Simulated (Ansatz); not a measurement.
**CH4BLi (SMILES [Li][BH]C): one structure at several levels**

One table from this session's results is given with a row withheld; the runs are named, their logs left out.

Program: Ansatz 0.2.0, Gaussian basis. Level of theory: single points in def2-TZVPP. These are calculated values, not measurements.

Cores are frozen in the correlated methods. The outer core shell of Li, Na, Mg and K is correlated.

1 further run of the same task is left out (it didn't finish).

### Starting geometry

SMILES `[Li][BH]C`, 7 atoms, charge 0, spin multiplicity 1.

Atoms are counted from 1 here; the program's logs count them from 0.

Bond lengths: Li1–B2 2.142 Å, B2–C3 1.603 Å, B2–H4 1.198 Å, C3–H5 1.156 Å, C3–H6 1.164 Å, C3–H7 1.112 Å. Angles: Li1–B2–C3 82.9°, Li1–B2–H4 148.6°, C3–B2–H4 115.3°, B2–C3–H5 122.9°, B2–C3–H6 85.2°, B2–C3–H7 130.6°, H5–C3–H6 95.4°, H5–C3–H7 103.5°, H6–C3–H7 108.0°.

Geometry (Å):

```
Li   -2.01664   -0.05541   -0.86676
B    -0.40610   -0.96101    0.21592
C     0.31595    0.44015   -0.07631
H     0.32975   -1.89498    0.36357
H    -0.20305    1.46065    0.08561
H     0.71693    0.34821    1.01219
H     1.17421    0.68840   -0.73905
```

The first run:

Input file run/in.yaml:

```yaml
crystal:
  periodic: [false, false, false]
  atoms:
    - {symbol: Li, position_ang: [-2.016638, -0.055412, -0.866757]}
    - {symbol: B, position_ang: [-0.406102, -0.961007, 0.215924]}
    - {symbol: C, position_ang: [0.315947, 0.440148, -0.076309]}
    - {symbol: H, position_ang: [0.329753, -1.894983, 0.363572]}
    - {symbol: H, position_ang: [-0.203052, 1.460651, 0.085613]}
    - {symbol: H, position_ang: [0.716926, 0.348210, 1.012191]}
    - {symbol: H, position_ang: [1.174214, 0.688398, -0.739048]}
basis:
  gaussian: {orbitals: def2-TZVPP}
hamiltonian: {xc: pbe, dispersion: d4}
output: {forces: true}
```

The run is started by

```console
> ansatz run in.yaml --threads 2 --pin off --events-out ev --progress --plain --max-ram 3481MiB
```

Steps of the session up to this table: PBE-D4/def2-TZVPP; r2SCAN-D4/def2-TZVPP; PBE0-D4/def2-TZVPP; wB97M-V/def2-TZVPP; CCSD(T)/def2-TZVPP.

One of the session's tables, all rows but one given; the rest of the session is left out.

| method | RMS force component (eV/Å) | angle to CCSD(T) forces (°) | dipole (D) |
| --- | --- | --- | --- |
| PBE-D4 | 0.656 | 13.9 | 5.00 |
| r2SCAN-D4 | 0.723 | 9.3 | 5.29 |
| PBE0-D4 | ? | ? | ? |
| wB97M-V | 0.767 | 6.4 | 5.30 |
| CCSD(T) | 0.770 | reference | 5.40 |

Estimate the missing values for PBE0-D4.

**Answer.** RMS force component (eV/Å): 0.751; angle to CCSD(T) forces (°): 9.6; dipole (D): 5.25. In the column «RMS force component (eV/Å)» it lies between r2SCAN-D4 (0.723) and wB97M-V (0.767).
